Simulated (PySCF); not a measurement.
Peak assignment

Geometry:
```csv
atom,x (Å),y (Å),z (Å)
F1,1.483,0.756,-1.178
C2,1.472,0.205,0.073
C3,0.062,-0.193,0.460
F4,0.072,-0.744,1.718
C5,-1.134,0.614,0.076
C6,-0.912,-0.752,-0.523
H7,2.130,-0.671,0.055
H8,1.866,0.955,0.768
H9,-0.973,1.482,-0.543
H10,-1.917,0.722,0.810
H11,-0.600,-0.819,-1.553
H12,-1.548,-1.558,-0.191
```

- structure optimised with GFN2-xTB
- J: B3LYP/pcJ-1 (spin–dipole term only in couplings to heteroatoms)
- NMR shieldings at PBE0/pcSseg-1/GIAO
- run in PySCF 2.14.0 with density-fitted response routines
- no solvent model, averaged over atoms made equivalent by symmetry, fast rotation or ring inversion, one computed conformer, non-relativistic

Referencing at the same level of theory: TMS for 13C and 1H.

(1) Assign these signals to the numbered atoms. 13C{1H} NMR (computed): δ 82.0 (dd, J = 226.2, 35.9 Hz), 78.7 (dd, J = 279.0, 21.0 Hz), 9.7 (d, J = 8.5 Hz).

(2) Assign these signals to the numbered atoms. 1H NMR (400 MHz, computed): δ 5.11 (d, J = 52.5 Hz, 2H), 1.09 (m, 2H), 0.83 (m, 2H).

Results:

(1) 
| δ (ppm) | atoms | environment | reason |
| --- | --- | --- | --- |
| 82.0 | C2 | sp3 CH2 bonded to F | the inductive effect lowers its shielding |
| 78.7 | C3 | three-membered-ring carbon | the inductive effect lowers its shielding |
| 9.7 | C5/C6 | three-membered-ring carbon | – |

(2) 
| δ (ppm) | atoms | environment | reason |
| --- | --- | --- | --- |
| 5.11 | H7/H8 | hydrogen on an sp3 CH2 bonded to F | its carbon carries F, hence the downfield position |
| 1.09 | H10/H12 | hydrogen on a three-membered-ring carbon | cyclopropane-type protons are shielded by the ring |
| 0.83 | H9/H11 | hydrogen on a three-membered-ring carbon | – |

Common functionals overestimate the size of one-bond C–F couplings by tens of Hz; these are unscaled. Multiplet labels drop couplings under 1 Hz and merge nearly equal ones. Couplings among chemically equivalent protons are left out too, so labels in AA′BB′ or AA′XX′ sets are apparent multiplicities. Unscaled 3J(H,H) at this level run about 10 % above measured values. Shifts are as computed. Against solution values, carbons near 30 ppm lie about +3 ppm off and those near 130 ppm about +5 ppm. Of 1211 compounds with measured shifts, 218 miss one by over three times the rms of a fit or turn the order of signals round; such compounds aren't used in these exercises. Vicinal couplings across rotatable single bonds and in flexible rings belong to the one computed conformer; a conformer average would change them.
